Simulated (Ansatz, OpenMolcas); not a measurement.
## A ladder of methods for BCl (SMILES [B]Cl)

The species is BCl (2 atoms), meant as a singlet with charge 0. As SMILES, `[B]Cl`. The shape is that of a GFN2-xTB optimisation.

```xyz
2

B     0.0000    0.0000    0.0000
Cl    0.0000    0.0000    1.5785
```

Each level gives the energy change with the B1–Cl2 bond stretched from 1.579 to 3.157 Å (eV). The values are calculated.

| level | kind | program | value (eV) |
| --- | --- | --- | --- |
| SVWN5/STO-3G (restricted) | LDA | Ansatz | 3.82 |
| BLYP/STO-3G (restricted) | GGA | Ansatz | 3.16 |
| PBE/STO-3G (restricted) | GGA | Ansatz | 3.41 |
| B2PLYP/STO-3G (restricted) | double hybrid | Ansatz | 3.81 |
| ACPF/STO-3G (restricted) | coupled cluster or CI | OpenMolcas | ? |
| CCSD(T)/STO-3G (restricted) | coupled cluster or CI | Ansatz | ? |
| CCSD/STO-3G (restricted) | coupled cluster or CI | Ansatz | 3.59 |
| CCSDTQ/STO-3G (restricted) | coupled cluster or CI | Ansatz | 3.61 |
| FCI/STO-3G | exact in the basis | Ansatz | 3.61 |

(1) Estimate what the levels marked ? give.

Results:

(1) As computed at these levels: ACPF/STO-3G (restricted): 3.05 eV; CCSD(T)/STO-3G (restricted): 3.60 eV. The first shape isn't each level's own minimum. The values span 3.05 to 3.82 eV. All rows use very small basis sets, so even the best lies far from the true value.
